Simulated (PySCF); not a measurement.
# A diatomic session: SiH

One table from this session's results is given with a row withheld; the runs are named, their logs left out.

Method: Si pcseg-2, H pcseg-2, no relativity; program: PySCF 2.14.0.

The first run:

The job is set up so:

```
atoms                         : Si, H
charge                        : 0
basis                         : Si pcseg-2, H pcseg-2
Hamiltonian                   : no relativity
basis functions               : 48
electrons treated             : 15
masses in u                   : 27.9769, 1.0078
levels                        : PBE0, PBE, r²SCAN, BHandHLYP, TPSSh, revPBE, HF, MP2, SCS-MP2, CCSD, CCSD(T)
grid                          : 80 radial by 434 angular points
occupations                   : held fixed by the projection of orbital angular momentum
dissociation limit            : Si + H, each in its ground configuration
starting distance in angstrom : 1.435
values of 2S to try           : 1, 3
```

Started as:

```
$ OMP_NUM_THREADS=1 python dia.py task.json out
```

Among the steps run: Input; First curve: PBE0; Other states along the same grid; PBE (GGA); r²SCAN; BHandHLYP (global hybrid GGA); TPSSh (hybrid meta-GGA); revPBE; UHF; Correlated methods on the Hartree–Fock reference.

One table of the session follows, with a row left open; its other results are not shown here.

It belongs to the step «The curves together». Energy (eV) from each level's lowest point:

```
R (Å)    UHF  UHF-MP2  UHF-SCS-MP2  UHF-CCSD  UHF-CCSD(T)
1.318  0.413    0.406        0.408       n/a          n/a
1.380  0.174    0.170        0.172     0.180        0.183
1.441  0.044    0.043        0.044     0.049        0.051
1.487      ?        ?            ?         ?            ?
1.533  0.000    0.000        0.000     0.000        0.000
1.579  0.029    0.029        0.028     0.025        0.024
1.640  0.107    0.106        0.104     0.095        0.093
1.717  0.252    0.250        0.245     0.229        0.224
1.809  0.474    0.468        0.461     0.433        0.424
1.932  0.820    0.806        0.795       n/a          n/a
```

**Question.** Estimate the row for R (Å) = 1.487.

Worked estimate for «UHF». A straight line through the neighbours (1.441, 0.044) and (1.533, 0.000) gives 0.044 + (0.000 − 0.044) × (1.487 − 1.441) / (1.533 − 1.441) = 0.022; a parabola fitted to 4 rows on both sides gives 0.001.

As computed: UHF: 0.003; UHF-MP2: 0.002; UHF-SCS-MP2: 0.003; UHF-CCSD: 0.006; UHF-CCSD(T): 0.007. In «UHF» the line misses by +0.019 and the parabola by -0.002.
